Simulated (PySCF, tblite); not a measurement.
**BH₃O₂, a small molecule taken as a stand-in for a surface group (boron hydroxide): NMR shifts, core binding energies and electronic excitations**

Wanted: the NMR shifts, core binding energies and electronic excitations for `OBO`.

Computed with tblite 0.8.0 and PySCF 2.14.0; each step states its level. No surroundings beyond the atoms listed, unless a continuum is named. Atoms count from 0, parts from 1.

## Step 1: Starting point

6 atoms, charge 0, multiplicity 1; geometry: distance geometry start.

## Step 2: Relaxing the cluster with GFN2-xTB

What the job is given:

```
{"job": {"kind": "relax", "xc": "GFN2-xTB", "basis": "xTB"}, "charge": 0, "multiplicity": 1}
O      0.488561    -2.097365    -1.394700
B     -0.284239    -2.761588    -0.290872
O     -1.353165    -1.933850     0.361000
H      1.164553    -1.431802    -1.251482
H     -0.558203    -3.889337    -0.459128
H     -1.696836    -1.095085     0.007156
```

Method: GFN2-xTB geometry optimisation, gas phase.

Run with:

```bash
OMP_NUM_THREADS=1 python cluster_run.py task.json out
```

The driver reads the jobs from task.json and runs them one after another.

The log of the run:

```text
step      E/eV     max force
  0    -297.34666    5.085
  1    -297.87698    2.959
  2    -298.19819    2.594
  3    -298.30127    1.068
  4    -298.36904    0.681
  5    -298.42812    0.806
  6    -298.46855    0.786
  7    -298.51035    0.885
  8    -298.56281    1.260
  9    -298.64112    1.288
 10    -298.67995    0.772
 11    -298.69696    0.731
 12    -298.70812    0.567
 13    -298.71623    0.328
 14    -298.72705    0.278
 15    -298.73182    0.273
 16    -298.73785    0.129
 17    -298.73886    0.086
 18    -298.73940    0.078
 19    -298.73984    0.067
 20    -298.74017    0.091
 21    -298.74048    0.087
 22    -298.74080    0.064
 23    -298.74107    0.052
 24    -298.74125    0.036
 25    -298.74136    0.034
 26    -298.74142    0.033
 27    -298.74146    0.018
 28    -298.74147    0.015
 29    -298.74149    0.016
 30    -298.74150    0.014
 31    -298.74151    0.008
 32    -298.74151    0.002
```

Run time: 0.45 s. Hardware: 1 thread of Arm Neoverse N1, shared host.

Relaxation path:

```csv
step,energy from step 0 (eV),largest force (eV/Å)
0,0.0000,5.0846
1,-0.5303,2.9601
2,-0.8515,2.5940
3,-0.9546,1.0681
4,-1.0224,0.6804
5,-1.0815,0.8068
6,-1.1219,0.7866
7,-1.1637,0.8847
8,-1.2162,1.2598
9,-1.2945,1.2884
10,-1.3333,0.7717
11,-1.3503,0.7308
12,-1.3615,0.5672
13,-1.3696,0.3287
14,-1.3804,0.2770
15,-1.3852,0.2728
16,-1.3912,0.1294
17,-1.3922,0.0859
18,-1.3927,0.0777
19,-1.3932,0.0671
20,-1.3935,0.0909
21,-1.3938,0.0870
22,-1.3941,0.0637
23,-1.3944,0.0522
24,-1.3946,0.0356
25,-1.3947,0.0342
26,-1.3948,0.0330
27,-1.3948,0.0179
28,-1.3948,0.0153
29,-1.3948,0.0163
30,-1.3948,0.0144
31,-1.3949,0.0081
32,-1.3949,0.0028
```

Distances of close pairs at the start and the end, largest changes first:

```csv
bond,before (Å),after (Å),change (Å)
O0–B1,1.502,1.347,-0.155
B1–O2,1.501,1.347,-0.154
O2–H5,0.973,0.959,-0.014
B1–H4,1.173,1.167,-0.006
O0–H3,0.959,0.959,-0.000
```

## Step 3: Relaxing the molecule at PBE0-D3(BJ)/def2-SVP

What the job is given:

```
{"job": {"xc": "PBE0", "basis": "def2-SVP", "d3": "d3bj", "grid": 2, "kind": "geom", "shake": 0.01}, "charge": 0, "multiplicity": 1}
O      1.029755    -0.069102    -0.639382
B     -0.050366    -0.541061     0.032569
O     -1.015494     0.204240     0.624586
H      1.117919     0.913030    -0.706493
H     -0.144827    -1.703820     0.099363
H     -0.915946     1.164709     0.566266
```

The log of the run:

```text
step   0  E = -176.86711234  max force = 0.025805
step   1  E = -176.86842786  max force = 0.010367
step   2  E = -176.86853064  max force = 0.001488
step   3  E = -176.86853063  max force = 0.000640
step   4  E = -176.86853303  max force = 0.000256
optimisation converged
```

Run time: 9.8 s. Hardware: 1 thread of Arm Neoverse N1, shared host; peak memory 0.32 GiB.

Step by step:

```
step  energy from step 0 (eV)  largest force component (eV/Å)
   0                   0.0000                          1.3269
   1                  -0.0358                          0.5331
   2                  -0.0386                          0.0765
   3                  -0.0386                          0.0329
   4                  -0.0387                          0.0132
```

Close pairs (by a distance rule), those that changed most:

```
 bond  before (Å)  after (Å)  change (Å)
B1–H4       1.169      1.205      +0.036
O0–H3       0.988      0.963      -0.026
O2–H5       0.967      0.963      -0.005
B1–O2       1.356      1.359      +0.003
O0–B1       1.357      1.359      +0.002
```

The next job starts from the end point, and lists it.

| at the end point | value |
| --- | --- |
| point group (found at 0.08 Å tolerance) | C2v |
| rotational constants (GHz, main isotopes) | 59.200, 10.242, 8.731 |
| dipole moment (D) | 3.10 |

## Step 4: NMR shieldings: PBE0/pcSseg-2

What the job is given:

```
{"job": {"kind": "nmr", "xc": "PBE0", "basis": "pcSseg-2"}, "charge": 0, "multiplicity": 1}
O      1.042182    -0.038408    -0.641381
B     -0.030513    -0.535307     0.028412
O     -0.996964     0.210520     0.625038
H      1.094485     0.922126    -0.680101
H     -0.133254    -1.733781     0.099290
H     -0.886082     1.164081     0.550916
```

With the program's defaults for keys left out, this is: GIAO PBE0/pcSseg-2 NMR shielding, non-relativistic, gas phase.

The log of the run:

```text
coarse grid: 5120 points
cycle   1  E = -176.9553464861  dE =  3.244e-01  |g| = 8.565e-01  |ddm| = 1.525e+00
cycle   2  E = -176.8213592085  dE =  1.340e-01  |g| = 1.226e+00  |ddm| = 9.831e-01
cycle   3  E = -177.0844149494  dE = -2.631e-01  |g| = 5.191e-02  |ddm| = 5.885e-01
cycle   4  E = -177.0849201952  dE = -5.052e-04  |g| = 1.540e-02  |ddm| = 3.587e-02
cycle   5  E = -177.0849710888  dE = -5.089e-05  |g| = 2.722e-03  |ddm| = 1.216e-02
cycle   6  E = -177.0849725809  dE = -1.492e-06  |g| = 4.325e-04  |ddm| = 1.991e-03
final grid: 49744 points
cycle   7  E = -177.0800965377  dE = -6.136e-05  |g| = 4.076e-03  |ddm| = 2.472e-02
cycle   8  E = -177.0800949604  dE =  1.577e-06  |g| = 5.082e-03  |ddm| = 3.779e-03
cycle   9  E = -177.0800993258  dE = -4.365e-06  |g| = 5.011e-04  |ddm| = 2.147e-03
cycle  10  E = -177.0800993673  dE = -4.147e-08  |g| = 1.652e-04  |ddm| = 3.734e-04
cycle  11  E = -177.0800993733  dE = -6.057e-09  |g| = 1.924e-05  |ddm| = 1.159e-04
cycle  12  E = -177.0800993733  dE = -1.194e-11  |g| = 1.727e-05  |ddm| = 1.462e-05
converged SCF energy = -177.0800993733

GIAO shielding tensors (ppm)
atom      isotropic    diamagn.    paramagn.     s11        s22        s33       span
  0 O      203.892     386.355    -182.463    101.984    251.954    257.739    155.755
  1 B       73.930     194.315    -120.385     57.974     70.136     93.680     35.706
  2 O      203.851     386.423    -182.572    101.956    251.913    257.684    155.728
  3 H       28.389      32.670      -4.280     23.704     24.382     37.083     13.379
  4 H       27.100      28.581      -1.481     24.554     26.856     29.890      5.336
  5 H       28.386      32.679      -4.293     23.702     24.377     37.080     13.378
```

It took 12 s on 1 thread of Arm Neoverse N1, shared host; peak memory 0.6 GiB.

Shifts follow as δ = σ(reference) − σ, with reference shieldings (ppm) from runs at the same level and on the same kind of geometry: ¹H TMS 31.25, ¹⁷O H2O 328.2, ¹¹B BF3·OEt2 99.1. The references are single molecules in the gas phase, so shifts against H2O, NH3, PH3, H3PO4 or CFCl3 are not on the usual liquid scales and can be off by tens of ppm. Atoms listed in one row are averaged.

```csv
atoms,environment,σ (ppm),δ (ppm)
H4,hydrogen on a boron bonded to 2 O,27.10,4.15
"H3, H5",hydrogen on an oxygen bonded to B,28.39,2.86
"O0, O2","oxygen bonded to B, H",203.9,124.3
B1,"boron bonded to 2 O, H",73.9,25.1
```

The run also stored atomic charges by several schemes (e):

| atoms | Mulliken | IAO | Hirshfeld | ESP fit |
| --- | --- | --- | --- | --- |
| O0, O2 | -0.41 | -0.56 | -0.26 | -0.67 |
| B1 | 0.53 | 0.41 | 0.22 | 0.60 |

Mayer bond orders: O0–B1 1.19, B1–O2 1.19.

Orbitals, density, ELF and potential are computed afterwards from the orbital file.

Frontier orbitals at PBE0/pcSseg-2, with the share of their density that lies nearest to each atom:

| orbital | energy (eV) | lies on |
| --- | --- | --- |
| HOMO | -9.63 | O0, O2 about 44 % each |
| LUMO | -0.07 | H3, H5 about 40 % each; O0, O2 about 8 % each |

ELF in a plane through or near 6 of the atoms.

Values, 10 rows by 14 columns:
```
0.00 0.00 0.00 0.00 0.00 0.00 0.00 0.00 0.00 0.00 0.00 0.00 0.00 0.00
0.00 0.00 0.00 0.00 0.00 0.00 0.00 0.00 0.00 0.00 0.00 0.00 0.00 0.00
0.00 0.00 0.00 0.00 0.01 0.01 0.00 0.00 0.01 0.01 0.00 0.00 0.00 0.00
0.00 0.00 0.01 0.20 0.79 0.95 0.28 0.04 0.80 0.94 0.37 0.05 0.00 0.00
0.00 0.01 0.12 0.50 0.78 0.88 0.43 0.12 0.74 0.88 0.60 0.29 0.04 0.00
0.00 0.03 0.44 0.85 0.88 0.64 0.64 0.27 0.86 0.55 0.89 0.70 0.17 0.00
0.00 0.00 0.06 0.20 0.16 0.13 0.73 0.85 0.37 0.13 0.21 0.14 0.01 0.00
0.00 0.00 0.00 0.00 0.03 0.85 1.00 1.00 0.99 0.27 0.00 0.00 0.00 0.00
0.00 0.00 0.00 0.00 0.00 0.17 0.79 0.85 0.50 0.02 0.00 0.00 0.00 0.00
0.00 0.00 0.00 0.00 0.00 0.00 0.00 0.00 0.00 0.00 0.00 0.00 0.00 0.00
```
The map spans 7.6 Å across and 8.7 Å up, centred on the molecule. Atoms in the plane (x, y in Å): O0 (1.2, 0.1), B1 (0.0, -0.5), O2 (-1.2, 0.1), H3 (1.2, 1.0), H4 (0.0, -1.7), H5 (-1.2, 1.1).

On the surface of density 0.002 e/bohr³ the electrostatic potential runs, from the 1st to the 99th percentile, from -1.28 V near O0 to 2.97 V near H5.

## Step 5: Core holes by ΔSCF: SCAN, X2C

Settings changed since step 4:

```diff
@@ -1,2 +1,2 @@
-{"job": {"kind": "nmr", "xc": "PBE0", "basis": "pcSseg-2"}, "charge": 0, "multiplicity": 1}
+{"job": {"kind": "xps", "holes": 5}, "charge": 0, "multiplicity": 1}
 O      1.042182    -0.038408    -0.641381
```

With the program's defaults for keys left out, this is: delta-SCF UKS SCAN, pcX-2 on the ionised atom, pcseg-1 elsewhere, spin-free X2C.

The log of the run:

```text
ground state, core basis on atom 0 (O), 88 functions
  cycle   1  E = -177.10136214  |g| = 9.18e-01
  cycle   2  E = -176.83786738  |g| = 1.52e+00
  cycle   3  E = -177.24627343  |g| = 1.11e-01
  cycle   4  E = -177.24795704  |g| = 6.32e-02
  cycle   5  E = -177.24861215  |g| = 2.00e-02
  cycle   6  E = -177.24868634  |g| = 3.86e-03
  cycle   7  E = -177.24868928  |g| = 1.06e-03
  cycle   8  E = -177.24869009  |g| = 5.24e-05
  E(ground) = -177.25256145 Eh
hole in O 1s of atom 0
  cycle   1  E = -156.62488900  |g| = 2.21e+00
  cycle   2  E = -156.26082430  |g| = 2.14e+00
  cycle   3  E = -157.32131927  |g| = 5.31e-01
  cycle   4  E = -157.33159283  |g| = 4.71e-01
  cycle   5  E = -157.41597858  |g| = 4.19e-02
  cycle   6  E = -157.41666844  |g| = 8.48e-03
  cycle   7  E = -157.41670326  |g| = 2.45e-03
  cycle   8  E = -157.41670539  |g| = 6.52e-04
  cycle   9  E = -157.41670645  |g| = 1.68e-04
  E(ion) = -157.42167343 Eh   <S^2> = 0.7611   hole on atom = 1.000   binding energy = 539.626 eV
ground state, core basis on atom 1 (B), 88 functions
  cycle   1  E = -177.21613705  |g| = 8.25e-02
  cycle   2  E = -177.21445579  |g| = 1.19e-01
  cycle   3  E = -177.21700788  |g| = 1.77e-02
  cycle   4  E = -177.21704335  |g| = 1.12e-02
  cycle   5  E = -177.21706740  |g| = 2.18e-03
  cycle   6  E = -177.21706847  |g| = 2.36e-04
  E(ground) = -177.22480334 Eh
hole in B 1s of atom 1
  cycle   1  E = -169.57809426  |g| = 1.16e+00
  cycle   2  E = -169.06273573  |g| = 1.49e+00
  cycle   3  E = -169.83727978  |g| = 5.30e-01
  cycle   4  E = -169.93676042  |g| = 1.77e-01
  cycle   5  E = -169.94785828  |g| = 2.43e-02
  cycle   6  E = -169.94806165  |g| = 5.87e-03
  cycle   7  E = -169.94806045  |g| = 7.57e-03
  cycle   8  E = -169.94808258  |g| = 2.59e-03
  cycle   9  E = -169.94808666  |g| = 5.94e-04
  cycle  10  E = -169.94808728  |g| = 1.41e-04
  E(ion) = -169.95537743 Eh   <S^2> = 0.7722   hole on atom = 1.000   binding energy = 197.811 eV
```

It took 6.2 s on 1 thread of Arm Neoverse N1, shared host; peak memory 0.31 GiB.

The holes in one table. −ε is the ground-state orbital energy:

```
     hole  stands for             environment  ΔSCF (eV)  −ε (eV)   ⟨S²⟩
O1s on O0      O0, O2   oxygen bonded to B, H     539.63    517.2  0.761
B1s on B1          B1  boron bonded to 2 O, H     197.81    180.9  0.772
```

Each hole run stands for the others of its class of like atoms.

## Step 6: Excited states and response: CAM-B3LYP/def2-SVPD

Settings changed since step 5:

```diff
@@ -1,2 +1,2 @@
-{"job": {"kind": "xps", "holes": 5}, "charge": 0, "multiplicity": 1}
+{"job": {"kind": "uv", "xc": "CAM-B3LYP", "basis": "def2-SVPD", "nstates": 6, "ntriplets": 2, "ip": true}, "charge": 0, "multiplicity": 1}
 O      1.042182    -0.038408    -0.641381
```

With the program's defaults for keys left out, this is: TDDFT CAM-B3LYP/def2-SVPD, vertical, gas phase, core orbitals frozen in the response.

The log of the run:

```text
coarse grid: 5120 points
cycle   1  E = -176.8572809609  dE =  3.149e-01  |g| = 8.016e-01  |ddm| = 2.681e+00
cycle   2  E = -176.8092728588  dE =  4.801e-02  |g| = 9.837e-01  |ddm| = 1.449e+00
cycle   3  E = -176.9803630786  dE = -1.711e-01  |g| = 3.730e-02  |ddm| = 7.742e-01
cycle   4  E = -176.9806743299  dE = -3.113e-04  |g| = 8.534e-03  |ddm| = 5.833e-02
cycle   5  E = -176.9806947078  dE = -2.038e-05  |g| = 1.513e-03  |ddm| = 1.356e-02
cycle   6  E = -176.9806954062  dE = -6.984e-07  |g| = 5.181e-04  |ddm| = 2.953e-03
final grid: 49744 points
cycle   7  E = -177.0199713765  dE = -1.922e-05  |g| = 1.897e-03  |ddm| = 2.110e-02
cycle   8  E = -177.0199713513  dE =  2.518e-08  |g| = 2.098e-03  |ddm| = 3.343e-03
cycle   9  E = -177.0199721115  dE = -7.602e-07  |g| = 1.460e-04  |ddm| = 1.548e-03
cycle  10  E = -177.0199721175  dE = -6.043e-09  |g| = 5.054e-05  |ddm| = 2.216e-04
cycle  11  E = -177.0199721182  dE = -6.776e-10  |g| = 5.603e-06  |ddm| = 7.266e-05
converged SCF energy = -177.0199721182

Static polarisability (au): isotropic 24.800, principal 19.877 26.671 27.850

Singlet excitations
state   eV       nm        f      main configurations
  1   7.8843    157.3   0.00000   H->L 0.94
  2   8.4934    146.0   0.01471   H-2->L 0.92
  3   9.0840    136.5   0.10264   H-1->L 0.94
  4   9.2287    134.3   0.00053   H-1->L+2 0.45, H-3->L 0.26, H->L+1 0.25
  5   9.3046    133.3   0.00000   H-2->L+2 0.95
  6   9.3774    132.2   0.13316   H-1->L+2 0.51, H->L+1 0.25, H-3->L 0.20

Triplet excitations (Tamm-Dancoff, eV): 7.6277 8.1406
Vertical ionisation energy (delta-SCF) = 12.6111 eV
```

Wall time 25 s (1 thread of Arm Neoverse N1, shared host); peak memory 0.4 GiB.

Frontier orbitals and where they lie:

| orbital | eV | atoms |
| --- | --- | --- |
| HOMO−3 | -13.02 | O0 38 %, O2 38 %, B1 17 % |
| HOMO−2 | -11.75 | O0 43 %, O2 43 %, B1 7 % |
| HOMO−1 | -11.54 | B1 36 %, H4 34 %, O2 13 % |
| HOMO | -11.23 | O2 43 %, O0 43 %, B1 8 % |
| LUMO | 0.29 | B1 37 %, O2 18 %, O0 18 % |
| LUMO+1 | 1.92 | O2 32 %, O0 32 %, H5 15 % |
| LUMO+2 | 1.98 | B1 42 %, O2 21 %, O0 21 % |

With each of the 6 states as a Gaussian band of 0.4 eV half-width at 1/e, the curve within the window shown has maxima at 134 nm (ε 8,400) L/(mol cm). Beyond the last state computed it falls off for lack of states. The curve at chosen wavelengths:

(nm, ε (L/mol/cm)): (128, 3538), (130, 5894), (131, 6955), (133, 8274), (135, 8180), (136, 7648), (138, 5997), (140, 4158), (141, 3345), (143, 2096), (145, 1328), (146, 1075), (148, 725), (150, 484), (152, 304), (153, 233), (155, 127), (157, 62), (158, 42), (160, 18), (162, 7), (163, 4), (165, 1), (167, 0), (168, 0), (170, 0)

Further results of this job:

| property | computed |
| --- | --- |
| dipole moment (D) | 2.81 |
| polarisability (Å³) | 3.67 |
| HOMO–LUMO gap (eV) | 11.51 |
| −ε(HOMO) (eV) | 11.23 |

## Step 7: Summary of results

| quantity | value |
| --- | --- |
| point group | C2v |
| rotational constants (main isotopes) | 59.20, 10.24, 8.73 GHz |
| ¹H shifts against TMS (PBE0/pcSseg-2, means over atoms taken as alike) | 4.15, 2.86 ppm |
| ¹⁷O shifts against H2O (PBE0/pcSseg-2, means over atoms taken as alike) | 124.3 ppm |
| ¹¹B shifts against BF3·OEt2 (PBE0/pcSseg-2) | 25.1 ppm |
| surface potential, 1st and 99th percentile | -1.28 V and 2.97 V |
| O1s binding energies, SCAN/pcX-2 | O0 539.63 eV |
| B1s binding energies, SCAN/pcX-2 | B1 197.81 eV |
| lowest singlet (CAM-B3LYP/def2-SVPD) | 7.88 eV (157 nm), f = 0.000 |
| brightest single state of those computed | state 6, 9.38 eV, f = 0.133 |
| lowest triplet | 7.63 eV |
| vertical ionisation energy (ΔSCF) | 12.61 eV |

**Reading.** The optimisation took 4 steps and gained 0.039 eV; among the close pairs (by a distance rule), B1–H4 changed most, from 1.169 to 1.205 Å (PBE0/def2-SVP). At PBE0/pcSseg-2: The largest span, 156 ppm, is at O0, O2, where the paramagnetic term is -183 ppm. The lowest singlet, at 7.88 eV, is HOMO→LUMO 0.94 and is dark; of the 6 states computed, the strongest absorption comes from state 6 at 9.38 eV (the last computed, so partners may be missing). The lowest triplet lies 0.26 eV below the lowest singlet (triplets in Tamm-Dancoff, singlets in full TDDFT). ΔSCF puts the ionisation energy at 12.61 eV, 1.39 eV above −ε(HOMO).
